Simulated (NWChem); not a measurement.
**Total energies of N$_{2}$ (+1)**

```
N
N 1 1.1133
```
Charge +1, spin multiplicity 2.

All runs are NWChem calculations. The geometry was optimised at UB3LYP/def2-SVP, a minimum by its harmonic frequencies.

Basis set: 6-311G** (36 functions).

```json
[
 {"method": "UHF", "total energy (Ha)": "-108.39122"},
 {"method": "UMP2", "total energy (Ha)": "-108.74374"},
 {"method": "UB2PLYP", "total energy (Ha)": "-108.90542"},
 {"method": "UPBE", "total energy (Ha)": "-108.87267"},
 {"method": "UB3LYP", "total energy (Ha)": "-108.97574"},
 {"method": "UM06-2X", "total energy (Ha)": "-108.92684"}
]
```

Total energies of different functionals aren't comparable as a measure of quality: only differences taken within one method are. 

The correlated methods keep 2 core orbitals frozen. B3LYP has NWChem's definition, with VWN1-RPA local correlation. The Pople sets run with spherical d functions. The structure started from a generated list of species. The unpaired electrons of the parent sit in orbitals of symmetry ag (D2h labels of the run); other states weren't searched. No SCF solution was tested for a lower state. Open-shell Hartree-Fock references start from PBE0 orbitals.
